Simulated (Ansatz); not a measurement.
One element changed: bond dissociation energies of HSiAl, HGeAl

Ansatz 0.2.0, basis cc-pVDZ; geometries are PBE0/def2-TZVP minima. Wave-function levels freeze the cores with the filled d shells of p-block atoms; HF, MP2 and coupled cluster are restricted for singlets and unrestricted otherwise, atoms included (their steps beyond CCSDT(Q) come from restricted open-shell runs), restricted open-shell where a d shell is frozen. NEVPT2 and MRCISD+Q stand on CASSCF in the full valence space, and MRCISD+Q is size-consistent only roughly. The reference is CCSDT(Q) or full CI (coupled cluster only where its series has nearly closed). An error is the level's value less the reference. None of these values is a measured one. Energies are electronic, without zero-point terms. No spin–orbit coupling and no scalar relativity. The set is small: it underbinds, by tens of kJ/mol for each bond, so near ties and functionals' places can change in larger sets. The species are chosen: bound, without strong static correlation by their natural occupations or amplitudes, in their lowest spin state as far as vertical gaps and like structures tell, and with a ladder that closes on the reference, so errors are smaller than for species at large; levels whose determinant breaks symmetry or spin markedly are left out.

| species | bonds (Å) | quantity | symmetry of the states | reference | value (kJ/mol) | error CCSD | error CCSD(T) | error CCSDT | error NEVPT2 | error MRCISD+Q |
| --- | --- | --- | --- | --- | --- | --- | --- | --- | --- | --- |
| HSiAl, triplet | Al–Si 2.390, Si–H 1.598, angle at Si 57° | Si–H bond energy, to AlSi (quartet) + H | A'' / Σ⁻ or Δ | CCSDT(Q) | 264.8 | -1.9 | 0.0 | 0.0 | -9.5 | -1.8 |
| HGeAl, triplet | Al–Ge 2.449, Ge–H 1.690, angle at Ge 54° | Ge–H bond energy, to AlGe (quartet) + H | A'' / Σ⁻ or Δ | full CI | 249.7 | -2.7 | 0.0 | -0.1 | -9.5 | -1.5 |

The reference falls from Si to Ge, by 15.1 kJ/mol in all.
